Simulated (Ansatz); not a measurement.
Cartesian coordinates (Å):
```xyz
2

C      0.5872     0.0000     0.0000
N     -0.5872     0.0000     0.0000
```
Charge 0, spin multiplicity 2.

These are frozen-core CCSD(T)/cc-pVTZ // PBE-D3(BJ)/def2-TZVP in Ansatz (an electronic-structure program) values and carry that method's errors.

```yaml
HF energy: -92.23450 Ha
MP2 correlation energy: -0.27405 Ha
```

**Question.** Estimate the CCSD correlation energy, the (T) correction, the total energy and the T1 diagnostic.

**Answer.** 
| Quantity | Result |
|---|---|
| CCSD correlation energy | -0.31267 Ha |
| (T) correction | -0.01855 Ha |
| CCSD(T) total energy | -92.56572 Ha |
| T1 diagnostic | 0.091 |
